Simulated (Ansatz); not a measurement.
# HNPSi: the cost of one run

Computed with Ansatz 0.2.0, Gaussian basis. Level: cc-pVDZ, all electrons in the functionals, frozen cores in the correlation of double hybrids and RPA.

To be run: wB97M-V, B2PLYP, RPA-PBE, at charge 0, quartet; charge 0, doublet; charge 0, sextet; charge 1, triplet; charge 1, quintet; displaced geometry v1; displaced geometry v2.

31 further runs of the same task are left out: 16 that didn't finish, 15 set aside as unsound or not needed.

## Step 1: What is computed

The geometry is a PBE0/def2-TZVP stationary point (not a proven minimum).

4 atoms, charge 0, spin multiplicity 4.

Atoms are counted from 1 here; the program's logs count them from 0.

Bond lengths: N1–Si2 1.684 Å, Si2–P3 2.147 Å, Si2–H4 1.486 Å. Angles: N1–Si2–P3 124.6°, N1–Si2–H4 115.7°, P3–Si2–H4 119.7°.

As a file:

```xyz
4
HNPSi
N     0.0000   -0.6537    1.9089
Si    0.0000    0.4249    0.6154
P     0.0000   -0.1504   -1.4531
H     0.0000    1.8658    0.9782
```

No dispersion term is added; wB97M-V holds VV10 nonlocal correlation.

The geometry shown and the zero of energy belong to the point charge 0, quartet. The yardstick, UCCSD(T), and other wave-function levels (R restricted, U unrestricted, valence and pair active spaces) come from earlier runs.

## Step 2: wB97M-V, charge 0, quartet

Input file in.yaml:

```yaml
crystal:
  periodic: [false, false, false]
  atoms:
    - {symbol: N, position_ang: [0.000000, -0.653684, 1.908908]}
    - {symbol: Si, position_ang: [0.000000, 0.424943, 0.615445]}
    - {symbol: P, position_ang: [0.000000, -0.150432, -1.453120]}
    - {symbol: H, position_ang: [0.000000, 1.865832, 0.978241]}
basis:
  gaussian: {orbitals: cc-pVDZ}
magnetization: {spin_polarized: true, initial_magnetization: 3}
hamiltonian: {xc: {name: wB97M-V}}
output: {orbitals: {seedname: orbitals}}
```

Command:

```sh
$ ansatz run in.yaml --threads 1 --pin off --events-out ev --progress --plain --max-ram 2393MiB
```

**Question.** How long does this run take on 1 thread of Intel Xeon at 2.50GHz, shared host?

About 17 s.
